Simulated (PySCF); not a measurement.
Core binding energy against partial charge

Compound: C3HF2N.
Cartesian coordinates in Å at the PBE0-D3(BJ)/def2-SVP level; atoms count from 1:
```xyz
7
C3HF2N angstrom
N      2.4994   -0.4655    0.0691
C      1.3946   -0.1449    0.2080
C      0.0393    0.2574    0.3995
F     -0.2044    1.0074    1.4683
C     -0.9647   -0.0766   -0.4214
F     -0.7618   -0.8164   -1.4879
H     -1.9962    0.2427   -0.2523
```

Binding energies: PySCF 2.14.0, delta-SCF UKS SCAN, pcX-2 on the ionised atom, pcseg-1 elsewhere, spin-free X2C. Charges: PBE0/pcSseg-1 ground-state density, for the ionised atom.

| atom | environment | C 1s (eV) | Mulliken (e) | IAO (e) | Hirshfeld (e) | ESP (e) |
| --- | --- | --- | --- | --- | --- | --- |
| C2 | nitrile carbon | 293.09 | +0.089 | +0.116 | +0.064 | +0.452 |
| C5 | vinylic C–F carbon | 294.21 | +0.256 | +0.151 | +0.059 | +0.017 |
| C3 | vinylic C–F carbon | 294.90 | +0.187 | +0.202 | +0.076 | -0.041 |

How well does each charge scheme correlate with the binding energies over these sites?

IAO: r = 0.97, slope 20.7 eV per e; Mulliken: r = 0.69, slope 7.5 eV per e; ESP: r = -0.96, slope -3.3 eV per e. IAO charges have the highest r, on only 3 points. The Hirshfeld charges vary by under 0.03 e and aren't fitted.

The point-charge model writes a binding energy as kq + V + constant, with V the potential of the other atoms' charges at the site. What does it give with the ESP charges?

V = Σ 14.40 eV Å × q/r over all other atoms: -5.86 eV at C2, +1.33 eV at C5, +1.98 eV at C3. Fitting binding energy − V to q gives k = 12.9 eV per e and leaves an rms residual of 0.33 eV, against 0.21 eV for the fit on q alone. The model has no term for differences in relaxation between sites.

Isolated species at its PBE0-D3(BJ)/def2-SVP geometry, gas phase.
